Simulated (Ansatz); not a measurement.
# Property card for AlNi₃

Method: DFT r2SCAN, scalar-relativistic, plane waves, PAW in Ansatz 0.2.0.

Plane waves to 500 eV, a k mesh through Γ of 12×12×12 on the computed 4-atom cell and Gaussian smearing (0.10 eV); collinear spin from starting moments 0 0.4 0.4 0.4 μB.

The structure is relaxed at this level of theory with its symmetry kept. Whether it is the stable form of this composition wasn't checked.

Symmetry: Pm-3m, No. 221, cubic system. The conventional cell has a = 3.526 Å, b = 3.526 Å, c = 3.526 Å, α = 90.00°, β = 90.00°, γ = 90.00°. Al (site symmetry m-3m) has 12 Ni at 2.49 Å as nearest neighbours. Around Ni (site symmetry 4/mmm) lie 4 Al at 2.49 Å and 8 Ni at 2.49 Å.

* Volume per atom: 74.0 bohr³
* Formation energy from the elements' standard states (uncorrected): -0.424 eV/atom
* Generalised Kohn–Sham band gap: none (metal)
* Density of states at the Fermi level: 1.94 states/eV per cell
* Löwdin character within 0.5 eV of the Fermi level: Ni 3d 80 %, unprojected 4 %
* Bulk modulus: 202 GPa
* Its pressure derivative: 4.6
* Bader charges (e): Al (1 in the cell) 2.05, Ni (3 in the cell) -0.68
* Total moment: 0.90 μB per cell
* Site moments (μB; atoms counted from 1 over the whole cell): Ni (atom 2) 0.36, Ni (atom 3) 0.36, Ni (atom 4) 0.36

The state reached may not be the lowest one.

Only this magnetic start was tried.

Cost: 6 runs of about 6.2 core-minutes in all, on Intel Xeon Platinum 8488C (Sapphire Rapids) (shared hosts).